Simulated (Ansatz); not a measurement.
ZnSiAs2, treated with PBE0 (Ansatz, a first-principles code, PAW).

Run with plane-wave cutoff 520 eV, 8×8×8 k mesh, Fermi–Dirac smearing 0.01 eV, scalar-relativistic PAW data made under PBE.

Starting structure:

```yaml
crystal:
  lattice:
    - [-2.80348, 2.80348, 5.46934]
    - [2.80348, -2.80348, 5.46934]
    - [2.80348, 2.80348, -5.46934]
  atoms:
    - { symbol: Zn, position: [0.00000, 0.00000, 0.00000] }
    - { symbol: Zn, position: [0.75000, 0.25000, 0.50000] }
    - { symbol: Si, position: [0.50000, 0.50000, 0.00000] }
    - { symbol: Si, position: [0.25000, 0.75000, 0.50000] }
    - { symbol: As, position: [0.87500, 0.86221, 0.48721] }
    - { symbol: As, position: [0.13779, 0.62500, 0.01279] }
    - { symbol: As, position: [0.37500, 0.38779, 0.51279] }
    - { symbol: As, position: [0.61221, 0.12500, 0.98721] }
```

**Question.** Into what structure does the relaxation of cell and atoms lead at this level, with the symmetry of the start kept?

**Answer.** The volume grows by 0.6 %; final space group I-42d.
```yaml
crystal:
  lattice:
    - [-2.81302, 2.81302, 5.46322]
    - [2.81302, -2.81302, 5.46322]
    - [2.81302, 2.81302, -5.46322]
  atoms:
    - { symbol: Zn, position: [0.00000, 0.00000, 0.00000] }
    - { symbol: Zn, position: [0.75000, 0.25000, 0.50000] }
    - { symbol: Si, position: [0.50000, 0.50000, 0.00000] }
    - { symbol: Si, position: [0.25000, 0.75000, 0.50000] }
    - { symbol: As, position: [0.87500, 0.85954, 0.48454] }
    - { symbol: As, position: [0.14046, 0.62500, 0.01546] }
    - { symbol: As, position: [0.37500, 0.39046, 0.51546] }
    - { symbol: As, position: [0.60954, 0.12500, 0.98454] }
```

Note: the relaxation could not lower the start's symmetry, so the cell can be a saddle point above a distorted one.
